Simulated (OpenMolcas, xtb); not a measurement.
**CH4OSi (SMILES CO[SiH]): the dipole moment, rung by rung**

CH4OSi: 7 atoms, total charge 0, spin state singlet. SMILES: `CO[SiH]`. The shape is that of a PBE0-D4/def2-TZVP optimisation. This is one conformer, not always the lowest.

| atom | x (Å) | y (Å) | z (Å) |
| --- | --- | --- | --- |
| C | -0.5124 | 0.4855 | -0.3385 |
| O | -0.4432 | -0.4465 | 0.7176 |
| Si | 0.7969 | -1.3873 | 1.2299 |
| H | -1.2964 | 0.1808 | -1.0355 |
| H | 0.4438 | 0.5475 | -0.8687 |
| H | -0.7693 | 1.4675 | 0.0654 |
| H | 1.8417 | -0.9156 | 0.1841 |

Each level gives the dipole moment (D). The values are calculated.

```tsv
level	kind	program	value (D)	CPU time
GFN1-xTB	semi-empirical	xtb	1.43	under 2 s
HF/aug-cc-pVDZ	Hartree–Fock	OpenMolcas	1.75	15 s
SVWN5/aug-cc-pVDZ	LDA	OpenMolcas	1.76	41 s
PBE/aug-cc-pVDZ	GGA	OpenMolcas	1.72	54 s
r2SCAN/aug-cc-pVDZ	meta-GGA	OpenMolcas	1.80	80 s
PBE0/aug-cc-pVDZ	global hybrid	OpenMolcas	1.71	52 s
```

The values span 1.43 to 1.80 D. Magnitudes only. Times are those of the runs behind each value, whatever else they computed, on shared processors of several kinds: orders of magnitude only.
